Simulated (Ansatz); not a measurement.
BFH, SMILES [BH]F, a composite energy at a relaxed geometry

Program: Ansatz 0.2.0, Python API.

Interactive session:
```pycon
>>> import itertools
>>> import ansatz as az
>>> from ase.data import atomic_numbers, covalent_radii
>>> import numpy as np
>>> geometry_ang = [
...     ("B", [-0.3354, 0.088, -0.1824]),
...     ("F", [0.6544, 0.888, 0.4574]),
...     ("H", [-0.33, -1.0408, -0.2882]),
... ]
>>> bfh = az.Crystal.molecule()
>>> for symbol, xyz in geometry_ang:
...     bfh = bfh.atom(symbol, xyz)
...
>>> calc = bfh.calculation()
>>> calc = calc.basis(gaussian="def2-SVP")
>>> calc = calc.functional("r2SCAN")
>>> calc = calc.spin("collinear", total=1)
>>> symbols = [site.symbol for site in bfh.cartesian_sites]
>>> start = np.array([site.position_ang for site in bfh.cartesian_sites], dtype=float)
>>> r = calc.relax(force_tolerance=0.01).run().report
>>> end = np.array(r["positions_ang"])
>>> # pairs closer than 1.2 times the sum of covalent radii, before or after
>>> radius = [covalent_radii[atomic_numbers[s]] for s in symbols]
>>> span = lambda where, i, j: np.linalg.norm(where[i] - where[j])
>>> bonded = [(i, j) for i, j in itertools.combinations(range(len(symbols)), 2) if min(span(start, i, j), span(end, i, j)) < 1.2 * (radius[i] + radius[j])]
>>> print("pair        before    after (A)")
pair        before    after (A)
>>> for i, j in bonded:
...     print(f"{symbols[i]}{i}-{symbols[j]}{j}".ljust(10), f"{span(start, i, j):8.4f} {span(end, i, j):8.4f}")
...
B0-F1        1.4244   1.3064
B0-H2        1.1338   1.2178
>>> for first, second in list(itertools.combinations(bonded, 2)):
...     shared = set(first) & set(second)
...     if shared and symbols[(j := shared.pop())] != "H":
...         i, k = sorted((set(first) | set(second)) - {j})
...         u, v = end[i] - end[j], end[k] - end[j]
...         angle = np.degrees(np.arccos(np.clip(u @ v / np.linalg.norm(u) / np.linalg.norm(v), -1, 1)))
...         print(f"final angle {symbols[i]}{i}-{symbols[j]}{j}-{symbols[k]}{k}: {angle:.2f} deg")
...
final angle F1-B0-H2: 121.11 deg
>>> minimum = az.Crystal.molecule()
>>> for symbol, place in zip(symbols, end):
...     minimum = minimum.atom(symbol, place.tolist())
...
>>> at_minimum = minimum.calculation().spin("collinear", total=1)
>>> # MP2 extrapolated to the basis limit, plus the small-basis difference CCSD(T) - MP2
>>> level = lambda method, basis: at_minimum.basis(gaussian=basis).correlation(method).run().report
>>> small, large, cluster = level("mp2", "cc-pVDZ"), level("mp2", "cc-pVTZ"), level("ccsd_t", "cc-pVDZ")
>>> corr = lambda each: (each["free_energy_ev"] - each["reference_energy_ev"]) / 27.211386246
>>> mp2_limit = (27 * corr(large) - 8 * corr(small)) / 19
>>> pieces = {"HF / cc-pVTZ": large["reference_energy_ev"] / 27.211386246, "MP2 correlation, DZ-TZ limit": mp2_limit, "CCSD(T) - MP2 / cc-pVDZ": corr(cluster) - corr(small)}
>>> for name, value in pieces.items():
...     print(f"{name:32s} {value:14.6f} Ha")
...
HF / cc-pVTZ                        -124.732394 Ha
MP2 correlation, DZ-TZ limit          -0.360170 Ha
CCSD(T) - MP2 / cc-pVDZ               -0.018588 Ha
>>> print(f"{'sum':32s} {sum(pieces.values()):14.6f} Ha")
sum                                 -125.111152 Ha
>>> print("T1 diagnostic", round(cluster["correlation"]["coupled_cluster"]["t1_diagnostic"], 4))
T1 diagnostic 0.0179
```

Caveats:
- Total energies depend on the basis set; only differences at equal settings carry meaning.
- The sum leaves out core correlation, relativity, the Hartree-Fock basis error and zero-point energy; a DZ-TZ extrapolation is rough.
- The run takes the species as open-shell (spin multiplicity 2), which needn't be its ground state.
- Inner cores stay frozen, so this is valence correlation.
- An extrapolation from small basis sets is rough.
- The whole script took 8.9 s on 1 thread of Arm Neoverse V1, on a shared host, peak memory 0.19 GiB.
